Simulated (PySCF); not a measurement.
dimethylamine (C2H7N), SMILES CNC. Heavy atoms are numbered as in [CH3:1][NH:2][CH3:3]. Hydrogens are named by the atom that carries them.

Geometry: B3LYP-D3(BJ)/def2-TZVP.

The numbers are results of PBE/pcSseg-1 in PySCF, not measurements.

GIAO shieldings, no solvent; atoms alike by connectivity are averaged. δ = σ(ref) − σ: ¹³C against TMS (σ = 182.0 ppm); ¹⁵N against NH3 (σ = 267.0 ppm); ¹H against TMS (σ = 31.49 ppm), references at their B3LYP-D3(BJ)/def2-TZVP geometries, non-relativistic.

```json
[
 {"atoms": "C1 (CH3)", "nucleus": "¹³C", "count": "2", "δ (ppm)": "42.5"},
 {"atoms": "N2 (NH)", "nucleus": "¹⁵N", "count": "1", "δ (ppm)": "?"},
 {"atoms": "H on C1", "nucleus": "¹H", "count": "6", "δ (ppm)": "?"},
 {"atoms": "H on N2", "nucleus": "¹H", "count": "1", "δ (ppm)": "-0.55"}
]
```

**Question.** Complete the blanks. (An estimate is asked for; the answer gives what the named calculation found.)

**Answer.** 
- H on C1, δ (ppm): 2.44
- N2 (NH), δ (ppm): 40.1
